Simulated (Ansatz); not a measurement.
H7Si3 (`[SiH3][SiH][SiH3]`) radical. Charge 0, multiplicity 2. The geometry is a stationary point of PBE0-D4/def2-TZVP.

```xyz
10

Si    0.798    0.772    1.659
Si    0.565   -0.849    0.010
Si   -0.850   -0.366   -1.769
H     1.065    2.079    1.004
H     1.939    0.433    2.551
H    -0.428    0.904    2.496
H     0.372   -2.222    0.559
H    -0.515    0.987   -2.286
H    -2.284   -0.376   -1.367
H    -0.661   -1.362   -2.857
```

(1) What is the dipole moment at B3LYP/def2-TZVPP? (An estimate is asked.)

(2) And with PBE, r2SCAN, ωB97M-V? (Estimate.)

(3) Give the Mulliken charges with B3LYP, PBE, ωB97M-V in def2-TZVPP. (An estimate is asked.)

Results:

(1) Computed: 0.06 D, with components (0.02, -0.05, 0.01) D in this frame, pointing from negative to positive charge.

(2) Ansatz gave: PBE 0.04 D, r2SCAN 0.04 D, ωB97M-V 0.10 D.

(3) The calculation gave: 
```tsv
atom	B3LYP	PBE	ωB97M-V
Si1	0.16	0.11	0.06
Si2	0.04	0.03	-0.02
Si3	0.16	0.11	0.06
H4	-0.05	-0.04	-0.01
H5	-0.05	-0.04	-0.01
H6	-0.05	-0.04	-0.01
H7	-0.05	-0.04	0.00
H8	-0.05	-0.04	-0.01
H9	-0.05	-0.04	-0.01
H10	-0.05	-0.04	-0.01
```

B3LYP here is the variant with VWN-RPA as its local correlation; programs differ in this.
